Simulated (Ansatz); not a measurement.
Cost and result for the atomization energy of C₄H₄F₂ (`F[C@@H]1C=C[C@H]1F`) (10 atoms, 10 bonds).

Cartesian coordinates in Å:
```
F 2.045 -0.156 -0.474
C 0.857 0.399 -0.063
C 0.184 -0.232 1.121
C -0.966 -0.432 0.474
C -0.407 -0.016 -0.855
F -1.067 0.988 -1.523
H 0.984 1.483 -0.013
H 0.530 -0.430 2.127
H -1.949 -0.776 0.768
H -0.212 -0.827 -1.562
```

Charge 0, multiplicity 1. All single points use the PBE0-D4/def2-TZVP geometry. Program: Ansatz. All runs use 4 threads of an Intel Xeon Platinum 8488C on a shared host. Times are those of one run each, without the atoms' runs, and a repeat can differ threefold. Electronic energies, without spin–orbit coupling; frozen cores. CCSD(T)/CBS adds CCSD(T) − MP2 in def2-TZVPP to the MP2 limit, and its time is that of the two runs behind it. T1 = 0.011. B3LYP takes the VWN-RPA correlation (the form of Gaussian; ORCA's B3LYP/G). HSE06 is the plane-wave form, built on full-range PBE exchange.

CCSD(T)/CBS is a level of theory with its own doubt, some kJ/mol a heavy atom from the limit and from the frozen cores, so smaller differences don't rank the functionals.

```json
{"level": "LDA (SPW92)/def2-TZVPP", "functions": "242", "wall time": "0.95 s"}
{"level": "BLYP-D4/def2-TZVPP", "functions": "242", "wall time": "1.4 s"}
{"level": "revPBE-D4/def2-TZVPP", "functions": "242", "wall time": "1.6 s"}
{"level": "PBE0-D4/def2-TZVPP", "functions": "242", "wall time": "1.9 s"}
{"level": "HSE06-D4/def2-TZVPP", "functions": "242", "wall time": "2.3 s"}
{"level": "r2SCAN-D4/def2-TZVPP (with forces)", "functions": "242", "wall time": "3 s"}
{"level": "B3LYP-D4/def2-TZVPP (with forces)", "functions": "242", "wall time": "3.2 s"}
{"level": "ωB97X-V/def2-TZVPP", "functions": "242", "wall time": "4.7 s"}
{"level": "CCSD(T)/def2-SVP", "functions": "104", "wall time": "5 s"}
{"level": "ωB97M-V/def2-TZVPP (with forces)", "functions": "242", "wall time": "7 s"}
{"level": "MP2/def2-QZVPP", "functions": "462", "wall time": "19 s"}
{"level": "CCSD(T)/def2-TZVPP", "functions": "242", "wall time": "100 s"}
{"level": "CCSD(T)/CBS(def2)", "functions": "–", "wall time": "2 min"}
```

Q: What atomization energy does each give, and how far from CCSD(T)/CBS? (Best estimate.)

A: The calculation gave: 
| level | atomization (kcal/mol) | difference from CCSD(T)/CBS | per bond |
| --- | --- | --- | --- |
| LDA (SPW92)/def2-TZVPP | 1203.8 | 184.2 | 18.4 |
| BLYP-D4/def2-TZVPP | 1023.2 | 3.6 | 0.4 |
| revPBE-D4/def2-TZVPP | 1030.5 | 10.9 | 1.1 |
| PBE0-D4/def2-TZVPP | 1035.3 | 15.7 | 1.6 |
| HSE06-D4/def2-TZVPP | 1036.3 | 16.7 | 1.7 |
| r2SCAN-D4/def2-TZVPP (with forces) | 1026.5 | 6.9 | 0.7 |
| B3LYP-D4/def2-TZVPP (with forces) | 1018.7 | -0.9 | -0.1 |
| ωB97X-V/def2-TZVPP | 1024.1 | 4.5 | 0.5 |
| CCSD(T)/def2-SVP | 976.4 | -43.2 | -4.3 |
| ωB97M-V/def2-TZVPP (with forces) | 1025.5 | 5.9 | 0.6 |
| MP2/def2-QZVPP | 1040.0 | 20.4 | 2.0 |
| CCSD(T)/def2-TZVPP | 993.4 | -26.2 | -2.6 |
| CCSD(T)/CBS(def2) | 1019.6 | 0.0 | 0.0 |

From BLYP to BHLYP (50 % exact exchange), in def2-TZVPP and without D4, the atomization energy moves by −39.6 kcal/mol: exact exchange takes away binding that semilocal exchange gives to molecules. At CCSD(T), def2-SVP lies −43.2 kcal/mol from the extrapolated value and def2-TZVPP −26.2 kcal/mol: correlation converges slowly with the basis, and small sets miss more of it in the bonded molecule than in its fragments. Leaving LDA and LC-ωPBE aside and taking each functional with its dispersion term where it has one, the values, not all of them listed here, spread over 84.7 kcal/mol, from BHLYP-D4 to PBE-D4. LDA lies +144.9 kcal/mol from PBE without D4, its usual overbinding.
